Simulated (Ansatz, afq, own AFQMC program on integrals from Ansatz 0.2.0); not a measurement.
## SiH3⁻, singlet → SiH$_{3}$, doublet

```xyz
4

Si    0.0000    0.0000   -0.0804
H     1.3052   -0.0002    0.7466
H    -0.6524    1.1304    0.7466
H    -0.6528   -1.1302    0.7466
```

E(doublet, charge +0) − E(singlet, charge -1) at this geometry, on RHF and UHF determinants.

Basis aug-cc-pVDZ. Noble-gas cores (and the filled d shells of Ga–Kr and In–Xe) are frozen. Integrals, coupled cluster, full CI and functionals: Ansatz 0.2.0; the random walks run on the same integrals in our own AFQMC program. ph-AFQMC/CISD is guided by a CISD state made of CCSD amplitudes; releasing the constraint for a short imaginary time cuts its bias at the price of noise, slowly where states lie close. Uncertainties: one standard error, sampling alone. The errors of all members are added in quadrature.

No full CI on the walks' own integrals is used here; CCSDT(Q) serves as the reference and is uncertain by about the last step of the cluster series. Each member takes its own surest rung, up to full CI.

Errors are counted within aug-cc-pVDZ, not against nature.

Cautions: SiH₃ (doublet): the released energies are still falling, so no released level is given (meV from the phaseless value at times in 1/Eh: -3 ± 6 at 0.24, -9 ± 5 at 0.50, -10 ± 4 at 1.00, -15 ± 5 at 1.50), though the last usable value meets CCSDT(Q) within the noise.

Reference (CCSDT(Q)): 173.5 kJ/mol.

| level | vertical detachment energy (kJ/mol) | error against CCSDT(Q) (kJ/mol) |
| --- | --- | --- |
| HF | 84.0 | -89.5 |
| MP2 | 162.9 | -10.7 |
| CCSD | 168.6 | -5.0 |
| CCSD(T) | 173.0 | -0.5 |
| CCSDT | 173.2 | -0.4 |
| ph-AFQMC/CISD | 176.2 ± 1.2 | 2.7 ± 1.2 |

Correlation beyond CCSD(T) adds 0.5 kJ/mol. The perturbative (T) step is worth +4.5 kJ/mol.

A walk keeps the symmetry of its determinant, which the program's search chose and which needn't be the lowest solution, so a lower state of the same spin and another symmetry isn't excluded.
